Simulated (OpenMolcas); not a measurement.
# SiH2 (SMILES [H][Si][H]): levels of theory compared

Aim: a comparison of 6 runs (HF/6-31G*, M06-2X/6-31G*, PBE0/6-31G*, SVWN5/6-31G*, r2SCAN/6-31G*, ACPF/6-31G*) of SiH2. 

Program for the calculation: OpenMolcas 26.06.

## (1) Starting point

SiH2: 3 atoms, total charge 0, spin state singlet. As SMILES, `[H][Si][H]`. Geometry: relaxed at GFN2-xTB.

Bond lengths: Si1–H2 1.486 Å, Si1–H3 1.485 Å. Angles: H2–Si1–H3 97.1°.

## (2) A single-point energy at HF/6-31G(d) (spherical functions) (run 1)

mol.inp

```
&GATEWAY
  BasLib=$CurrDir
  Coord
  3
  angstrom
  Si       0.005220      -0.008160      -0.655700
  H        1.110230      -0.020010       0.337410
  H       -1.115450       0.028170       0.318290
  Basis=6-31Gs
  Group=NoSym

&SEWARD

&SCF
  Thresholds=1e-10 1e-07 1e-07 1e-05
  PrOrbitals=1 1
```

The basis set 6-31G* is read from a file made from the Basis Set Exchange's data (not shown).

Started as:

```sh
export MOLCAS_MEM=1860
pymolcas mol.inp > mol.log
```

Standard output:

```text
--- Start Module: gateway ---
[...]
--- Stop Module: gateway /rc=_RC_ALL_IS_WELL_ ---
--- Start Module: seward ---
[...]
      Basis functions           22
--- Stop Module: seward /rc=_RC_ALL_IS_WELL_ ---
--- Start Module: scf ---
[...]
       Convergence after   9 Iterations
[...]
::    Total SCF energy                               -289.9981694111
[...]
      Total spin, S                                     0.0000000000
[...]
      Total electronic charge=   16.000000
      Total            charge=   -0.000000
[...]
      Dipole Moment (debye):
      Origin of the operator (angstrom)=    0.0047   -0.0073   -0.5896
                   X= -7.2528E-03               Y=  9.3096E-03               Z=  7.4577E-01           Total=  7.4587E-01
      Quadrupole Moment (debye*angstrom):
[...]
--- Stop Module: scf /rc=_RC_ALL_IS_WELL_ ---
[...]
```

It took 1.4 s on 1 thread of Arm Neoverse V2, shared host; peak memory 0.37 GiB.

## (3) A single-point energy at M06-2X/6-31G(d) (spherical functions) (run 2)

mol.inp, as its differences from that of step 2:

```diff
@@ -1 +1,3 @@
+* H2Si Kohn-Sham DFT
+
 &GATEWAY
@@ -12,4 +14,8 @@
 &SEWARD
+  GridInput
+  Grid=UltraFine
+  End of Grid
 
 &SCF
+  KSDFT=M062X
   Thresholds=1e-10 1e-07 1e-07 1e-05
```

The basis set 6-31G* is read from a file made from the Basis Set Exchange's data (not shown).

Started as:

```sh
export MOLCAS_MEM=1860
pymolcas mol.inp > mol.log
```

Standard output:

```text
--- Start Module: gateway ---
[...]
--- Stop Module: gateway /rc=_RC_ALL_IS_WELL_ ---
--- Start Module: seward ---
[...]
      Basis functions           22
--- Stop Module: seward /rc=_RC_ALL_IS_WELL_ ---
--- Start Module: scf ---
[...]
       Convergence after   9 Iterations
[...]
::    Total KS-DFT energy                            -290.5563052631
[...]
      Total spin, S                                     0.0000000000
[...]
      Total electronic charge=   16.000000
      Total            charge=   -0.000000
[...]
      Dipole Moment (debye):
      Origin of the operator (angstrom)=    0.0047   -0.0073   -0.5896
                   X= -6.8995E-03               Y=  9.0232E-03               Z=  7.2306E-01           Total=  7.2315E-01
      Quadrupole Moment (debye*angstrom):
[...]
--- Stop Module: scf /rc=_RC_ALL_IS_WELL_ ---
[...]
```

Run time: 3.9 s. Hardware: 1 thread of Arm Neoverse V2, shared host; peak memory 0.36 GiB.

Runs 3 to 5 aren't shown in full; the table further down has their settings and results.

## (4) A single-point energy at ACPF/6-31G(d) (spherical functions) (run 6)

mol.input

```
&GATEWAY
  BasLib=$CurrDir
  Coord
  3
  angstrom
  Si       0.005220      -0.008160      -0.655700
  H        1.110230      -0.020010       0.337410
  H       -1.115450       0.028170       0.318290
  Basis=6-31Gs
  Group=NoSym

&SEWARD

&SCF
  Thresholds=1e-10 1e-07 1e-07 1e-05
  PrOrbitals=1 1

&MOTRA
  Frozen=5

&GUGA
  Electrons=6
  Spin=1
  Inactive=3
  Active=0
  CIAll=1

&CPF
  ACPF
```

The basis set 6-31G* is read from a file made from the Basis Set Exchange's data (not shown).

Started as:

```sh
export MOLCAS_MEM=1860
pymolcas mol.input > mol.log
```

Standard output:

```text
--- Start Module: gateway ---
[...]
--- Stop Module: gateway /rc=_RC_ALL_IS_WELL_ ---
[...]
      Basis functions           22
[...]
       Convergence after   9 Iterations
[...]
::    Total SCF energy                               -289.9981694111
[...]
      Total spin, S                                     0.0000000000
[...]
      *** WARNING: Default frozen orbitals is overwritten by user input.
      *** Default values:   2
[...]
--- Start Module: guga ---
[...]
--- Stop Module: guga /rc=_RC_ALL_IS_WELL_ ---
--- Start Module: cpf ---
[...]
      Active orbitals                            0       0
[...]
      Spin quantum number                      0.0
[...]
     FINAL ACPF ENERGY        -290.09010983
     FINAL CORRELATION ENERGY   -0.09194042  REFERENCE ENERGY    -289.99816941
[...]
      Title:  ACPF natural orbitals
[...]
      Total electronic charge=   16.000000
      Total            charge=   -0.000000
[...]
      Dipole Moment (debye):
      Origin of the operator (angstrom)=    0.0047   -0.0073   -0.5896
                   X= -6.3515E-03               Y=  8.2380E-03               Z=  6.6005E-01           Total=  6.6014E-01
      Quadrupole Moment (debye*angstrom):
[...]
--- Stop Module: cpf /rc=_RC_ALL_IS_WELL_ ---
[...]
```

Wall time 2.6 s (1 thread of Arm Neoverse V2, shared host); peak memory 0.37 GiB.

## (5) All runs side by side

```
run                                level  integration grid  frozen core orbitals  energy (Eh)  dipole moment (D) of the reference  HOMO energy (eV)  LUMO energy (eV)  wall time
  1      HF/6-31G* (spherical functions)                 –                     –  -289.998169                                0.75             -8.93              0.25      1.4 s
  2  M06-2X/6-31G* (spherical functions)         UltraFine                     –  -290.556305                                0.72             -7.50             -2.09      3.9 s
  3    PBE0/6-31G* (spherical functions)         UltraFine                     –  -290.456523                                0.85             -6.55             -3.04      3.6 s
  4   SVWN5/6-31G* (spherical functions)         UltraFine                     –  -289.393354                                0.92             -5.50             -4.13      2.9 s
  5  r2SCAN/6-31G* (spherical functions)         UltraFine                     –  -290.548313                                0.90             -5.70             -3.74      4.5 s
  6    ACPF/6-31G* (spherical functions)                 –                     5  -290.090110                                0.75             -8.93              0.25      2.6 s
```

## (6) Summary of results

| quantity | value |
| --- | --- |
| run 6: total energy | -290.09011 Eh |
| run 6: dipole moment (mean-field density) | 0.75 D |
| run 6: HOMO energy (Hartree–Fock orbitals) | -8.93 eV |
| run 6: LUMO energy (Hartree–Fock orbitals) | 0.25 eV |
| run 6: HOMO–LUMO gap (Hartree–Fock orbitals) | 9.19 eV |
| run 6: correlation energy (5 core orbitals frozen) | -91.9 mEh |

What this shows: Over runs 1, 2, 3, 4, 5 the dipole moment (its size) runs from 0.72 D (M06-2X/6-31G*) to 0.92 D (SVWN5/6-31G*). Over runs 1, 2, 3, 4, 5 the HOMO–LUMO gap runs from 1.37 eV (SVWN5/6-31G*) to 9.19 eV (HF/6-31G*). Exact exchange widens orbital gaps. Totals of different functionals can't be ranked against each other. All runs together took 19 s, the longest 4.5 s.
